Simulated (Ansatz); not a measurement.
**A small benchmark: atomisation enthalpy at 298 K**

8 molecules with open shells; the atomisation enthalpy at 298 K in kJ/mol, computed less measured. Shapes, held fixed at every level: PBE0-D4/def2-TZVP. Flexible molecules stand in one conformer, not always the lowest. Thermal terms are harmonic and unscaled (PBE0-D4/def2-TZVP); the spin-orbit lowering of the free atoms is taken from their spectra. Programs: Ansatz 0.2.0. Measured values: Active Thermochemical Tables.

Levels: A = HF/def2-TZVPP; B = wB97M-V/def2-TZVPP; C = CCSD/def2-TZVPP.

```json
{"molecule": "N2H (dinitrogen monohydride)", "from tabulated heats": "913", "A": "-500", "B": "+18", "C": "-88"}
{"molecule": "C2HO (ethynyloxy radical)", "from tabulated heats": "1723", "A": "-588", "B": "+10", "C": "-113"}
{"molecule": "CH3 (SMILES [CH3])", "from tabulated heats": "1224", "A": "-273", "B": "-1", "C": "-32"}
{"molecule": "CH3O (hydroxymethyl radical)", "from tabulated heats": "1636", "A": "-505", "B": "+3", "C": "-71"}
{"molecule": "N2H3 (hydrazinyl radical)", "from tabulated heats": "1374", "A": "-614", "B": "+23", "C": "-94"}
{"molecule": "C2H3O (acetyl radical)", "from tabulated heats": "2347", "A": "-696", "B": "+6", "C": "-113"}
{"molecule": "C3H3 (cyclopropenyl radical)", "from tabulated heats": "2318", "A": "-667", "B": "+11", "C": "-117"}
{"molecule": "C2H5O (ethoxy radical)", "from tabulated heats": "2784", "A": "-753", "B": "+15", "C": "-104"}
```

Sum up the errors.


```tsv
level	kind	mean error	mean absolute error	worst case
HF/def2-TZVPP	Hartree–Fock	-574.5	574.5	C2H5O
wB97M-V/def2-TZVPP	range-separated hybrid	+10.6	10.9	N2H3
CCSD/def2-TZVPP	coupled cluster or CI	-91.5	91.5	C3H3
```

On this set wB97M-V/def2-TZVPP has the smallest mean absolute error and HF/def2-TZVPP the largest. HF/def2-TZVPP is too low in 8 of 8; wB97M-V/def2-TZVPP is too high in 7 of 8; CCSD/def2-TZVPP is too low in 8 of 8. Heats of the atoms come from ATcT where it has them. For HF/def2-TZVPP the error tends to grow with the atomisation enthalpy. Hartree–Fock lacks correlation and underbinds. Correlated wave functions converge slowly with the basis. CCSD also lacks the triples, which bind further. T1 is large for N2H (0.040), so single-reference values are less sure there. Spin contamination: N2H (⟨S²⟩ up to 0.85), C2HO (⟨S²⟩ up to 0.81). Open shells run unrestricted. The set is small.
